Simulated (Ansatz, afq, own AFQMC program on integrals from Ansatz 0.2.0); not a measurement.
GeH2, triplet → GeH2⁺, quartet

```xyz
3

Ge    0.0000   -0.0208    0.0000
H     0.0000    0.7490   -1.3344
H     0.0000    0.7490    1.3344
```

E(quartet, charge +1) − E(triplet, charge +0) at this geometry, on UHF and UHF determinants.

Basis aug-cc-pVDZ. Only valence electrons are correlated. Integrals, coupled cluster, full CI and functionals: Ansatz 0.2.0; the random walks run on the same integrals in our own AFQMC program. ph-AFQMC/CISD is guided by a CISD state made of CCSD amplitudes; releasing the constraint for a short imaginary time cuts its bias at the price of noise, slowly where states lie close. Error bars are statistical, one sigma. No spin–orbit coupling. The errors of all members are added in quadrature.

No full CI on the walks' own integrals is used here; CCSDT(Q) serves as the reference and is uncertain by about the last step of the cluster series. Each member takes its own surest rung, up to full CI.

Errors are counted within aug-cc-pVDZ, not against nature.

Cautions: inner d shell frozen; no relativity below Rb; no spin-orbit coupling; GeH₂ (triplet): lower spins were not checked; GeH₂⁺ (quartet): another spin lies lower; this isn't the first ionization.

| level | vertical ionization energy (kJ/mol) |
| --- | --- |
| MP2 | 1181.0 |
| HF | 1122.2 |

**Question.** From these cheaper values, estimate the vertical ionization energy at the reference level in aug-cc-pVDZ.

**Answer.** 1186.6 kJ/mol (CCSDT(Q) in aug-cc-pVDZ).

```
         level  vertical ionization energy (kJ/mol)  error against CCSDT(Q) (kJ/mol)
          CCSD                               1185.6                             -1.1
       CCSD(T)                               1186.5                             -0.1
         CCSDT                               1186.7                              0.1
 ph-AFQMC/CISD                         1187.3 ± 0.1                        0.7 ± 0.1
released AFQMC                         1186.8 ± 0.1                        0.2 ± 0.1
```

Correlation beyond CCSD(T) changes it by less than 2 meV. The perturbative (T) step is worth +1.0 kJ/mol.

A walk keeps the symmetry of its determinant, which the program's search chose and which needn't be the lowest solution, so a lower state of the same spin and another symmetry isn't excluded. Released energies are given only where the last usable release times agree within the noise; a slower fall can still hide under it.
